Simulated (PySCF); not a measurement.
# C3H7F: the cost of one run

Computed with PySCF 2.14.0, with density-fitted response routines of our own, on a single molecule, in the gas phase or a continuum. Atoms are numbered from 0 throughout.

### Step 1. Starting geometry

11 atoms, charge 0, multiplicity 1; geometry from: GFN2-xTB. The atoms were then displaced at random by about 0.01 Å, so the start is not that level's minimum.

Bonds of the start (Å): C0–C1 1.52, C1–C2 1.51, C1–F3 1.39, C0–H4 1.06, C0–H5 1.07, C0–H6 1.11, C1–H7 1.10, C2–H8 1.12, C2–H9 1.08, C2–H10 1.09.

### Step 2. Optimising the geometry at PBE0-D3(BJ)/def2-TZVP

What the job is given:

```
{"job": {"xc": "PBE0", "basis": "def2-TZVP", "d3": "d3bj", "grid": 2, "shake": 0.01, "kind": "geom"}, "charge": 0, "multiplicity": 1}
C     -1.169770    -0.476620     0.217290
C     -0.122710     0.530760    -0.221800
C      1.266980    -0.038270    -0.112050
F     -0.169500     1.664600     0.581290
H     -1.016240    -0.769970     1.228940
H     -1.173330    -1.319220    -0.434780
H     -2.162840     0.008880     0.154280
H     -0.291150     0.900050    -1.245200
H      1.477510    -0.338700     0.940930
H      1.385300    -0.898020    -0.749160
H      2.013860     0.710680    -0.375400
```

Started as:

```console
OMP_NUM_THREADS=1 python probes_run.py task.json out
```

The driver reads the jobs from task.json and runs them one after another.

**Question.** How long does this first job take on 1 thread of Arm Neoverse V1, shared host, and how much memory does it need?

About 89 s, with a peak of 0.73 GiB.
